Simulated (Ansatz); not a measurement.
**CH5AlO (SMILES C[O][AlH2]): one structure at several levels**

A test off equilibrium: a structure displaced at random from a GFN2-xTB minimum is computed at several levels, and each is set against CCSD(T).

Computed with Ansatz 0.2.0, Gaussian basis. Level: single points in def2-TZVPP.

Correlated methods freeze the cores.

## Step 1: The system as given

SMILES `C[O][AlH2]`, 8 atoms, charge 0, spin multiplicity 1.

Atoms are counted from 1 here; the program's logs count them from 0.

Bond lengths: C1–O2 1.414 Å, C1–H4 1.104 Å, C1–H5 1.136 Å, C1–H6 1.097 Å, O2–Al3 1.622 Å, Al3–H7 1.519 Å, Al3–H8 1.518 Å. Angles: O2–C1–H4 110.7°, O2–C1–H5 108.8°, O2–C1–H6 112.0°, H4–C1–H5 108.6°, H4–C1–H6 108.0°, H5–C1–H6 108.6°, C1–O2–Al3 178.7°, O2–Al3–H7 119.5°, O2–Al3–H8 120.2°, H7–Al3–H8 120.3°.

As a file:

```mol
CH5AlO
  3D, bonds by distance, orders not assigned

  8  7  0  0  0  0  0  0  0  0999 V2000
   -0.5250    1.1731   -0.4352 C   0  0
    0.0393   -0.0484    0.0001 O   0  0
    0.6596   -1.4533    0.5222 Al  0  0
   -1.2196    1.0035   -1.2758 H   0  0
    0.3104    1.8583   -0.7874 H   0  0
   -1.0786    1.6789    0.3659 H   0  0
    2.0688   -1.4834    1.0887 H   0  0
   -0.1655   -2.7249    0.4510 H   0  0
  1  2  8  0
  1  4  8  0
  1  5  8  0
  1  6  8  0
  2  3  8  0
  3  7  8  0
  3  8  8  0
M  END
```

## Step 2: CCSD(T)/def2-TZVPP

Input file run/in.yaml:

```yaml
crystal:
  periodic: [false, false, false]
  atoms:
    - {symbol: C, position_ang: [-0.525000, 1.173100, -0.435200]}
    - {symbol: O, position_ang: [0.039300, -0.048400, 0.000100]}
    - {symbol: Al, position_ang: [0.659600, -1.453300, 0.522200]}
    - {symbol: H, position_ang: [-1.219600, 1.003500, -1.275800]}
    - {symbol: H, position_ang: [0.310400, 1.858300, -0.787400]}
    - {symbol: H, position_ang: [-1.078600, 1.678900, 0.365900]}
    - {symbol: H, position_ang: [2.068800, -1.483400, 1.088700]}
    - {symbol: H, position_ang: [-0.165500, -2.724900, 0.451000]}
basis:
  gaussian: {orbitals: def2-TZVPP}
correlation: {method: ccsd_t}
output: {forces: true}
```

The command line of these runs was not kept.

## Step 3: PBE0-D4/def2-TZVPP

run/in.yaml: that of step 2 with these lines changed.

```diff
@@ -13,3 +13,3 @@
   gaussian: {orbitals: def2-TZVPP}
-correlation: {method: ccsd_t}
-output: {forces: true}
+hamiltonian: {xc: pbe0, dispersion: d4}
+output: {forces: true, orbitals: {seedname: orbitals}}
```

## Step 4: wB97M-V/def2-TZVPP

run/in.yaml: that of step 3 with these lines changed.

```diff
@@ -13,3 +13,3 @@
   gaussian: {orbitals: def2-TZVPP}
-hamiltonian: {xc: pbe0, dispersion: d4}
-output: {forces: true, orbitals: {seedname: orbitals}}
+hamiltonian: {xc: {name: wB97M-V}}
+output: {forces: true}
```

## Step 5: r2SCAN-D4/def2-TZVPP

run/in.yaml: that of step 4 with these lines changed.

```diff
@@ -13,3 +13,3 @@
   gaussian: {orbitals: def2-TZVPP}
-hamiltonian: {xc: {name: wB97M-V}}
+hamiltonian: {xc: r2scan, dispersion: d4}
 output: {forces: true}
```

## Step 6: PBE-D4/def2-TZVPP

run/in.yaml: that of step 5 with these lines changed.

```diff
@@ -13,3 +13,3 @@
   gaussian: {orbitals: def2-TZVPP}
-hamiltonian: {xc: r2scan, dispersion: d4}
+hamiltonian: {xc: pbe, dispersion: d4}
 output: {forces: true}
```

## Step 7: BHLYP-D4/def2-TZVPP

run/in.yaml: that of step 6 with these lines changed.

```diff
@@ -13,3 +13,3 @@
   gaussian: {orbitals: def2-TZVPP}
-hamiltonian: {xc: pbe, dispersion: d4}
+hamiltonian: {xc: {name: BHLYP}, dispersion: d4}
 output: {forces: true}
```

## Step 8: LC-wPBE/def2-TZVPP

run/in.yaml: that of step 7 with these lines changed.

```diff
@@ -13,3 +13,3 @@
   gaussian: {orbitals: def2-TZVPP}
-hamiltonian: {xc: {name: BHLYP}, dispersion: d4}
+hamiltonian: {xc: {name: LC-wPBE}}
 output: {forces: true}
```

(Steps that only read results are left out.)

What does the calculation give? Wanted: energy less free atoms, CCSD(T)/def2-TZVPP; RMS force component; RMS force error; HOMO and LUMO, PBE0-D4; T1 diagnostic.

The runs gave:

```
                                  quantity                                                                                            value
energy less free atoms, CCSD(T)/def2-TZVPP                                                                                   -2622.2 kJ/mol
                       RMS force component                                                             0.645 to 0.692 eV/Å over the methods
                           RMS force error  PBE0-D4 0.117, wB97M-V 0.044, r2SCAN-D4 0.048, PBE-D4 0.136, BHLYP-D4 0.149, LC-wPBE 0.081 eV/Å
                    HOMO and LUMO, PBE0-D4                                                                               -7.66 and -0.72 eV
                             T1 diagnostic                                                                                            0.012
```

**Reading.** Against CCSD(T) the functionals' energies less atoms differ by -68.7 to +5.4 kJ/mol, PBE-D4 by -68.7 kJ/mol. The reference is not at the basis limit: in triple zeta CCSD(T) underbinds, which counts against methods that bind more; the gaps are no ranking. On forces the order runs from wB97M-V to BHLYP-D4. Frozen-core CCSD(T) forces in triple zeta carry basis errors of their own, and this is one geometry, so small gaps rank nothing.
